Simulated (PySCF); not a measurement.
Gas-phase reaction: Al₂F₆ → 2 AlF₃

Computed with PySCF and rigid-rotor harmonic-oscillator thermochemistry at 1 bar. Table values come from the NASA 1993 polynomials. After a fit of one offset per element over all species, the range-separated, M06-2X, PBE0/def2-QZVP and CCSD(T)/def2-TZVPP enthalpies, where run, lie to one side of the table for Al₂F₆ (+36 kJ/mol): a fault of the table's entry, another state or a shared error of the levels is possible; this was not checked at source. S°(298 K) at PBE0/def2-TZVP differs from the NASA 1993 table for Al₂F₆ (+7 J/mol/K); whether the harmonic model or the table's entry is off was not settled. † marks an energy on the PBE0/def2-TZVP geometry and frequencies; other levels use their own. MP2 freezes the core. 6-31G* has spherical d functions here. All species are closed-shell singlets. B3LYP is the form with VWN-RPA correlation. MP2 isn't extrapolated to the basis-set limit; its ΔH°(298 K) is 246.6 kJ in def2-SVP and 198.6 kJ in def2-TZVPP. The harmonic model lacks anharmonicity and excited electronic states, which grow with temperature; levels with a mode under 35 cm⁻¹ are left out. Soft modes under 120 cm⁻¹ make the harmonic entropy rough for Al₂F₆. The table's entry may be an old estimate for Al₂F₆, AlF₃ (not checked at source).

```
level               ΔH°(298 K), kJ  minus table  ΔG°(800 K), kJ
------------------  --------------  -----------  --------------
table                        215.0            -            85.6
B3LYP/6-31G*                 248.5         33.5           121.9
HF/6-31G*                    240.0         25.0           111.8
HF/def2-TZVP†                194.2        -20.8            69.5
MP2/def2-TZVPP†              198.6        -16.4            74.0
PBE0/def2-TZVP               195.3        -19.7            70.6
LDA/def2-TZVP†               226.7         11.7           102.0
ωB97M-V/def2-TZVP†           205.9         -9.1            81.2
ωB97X-V/def2-TZVP†           203.8        -11.2            79.1
```
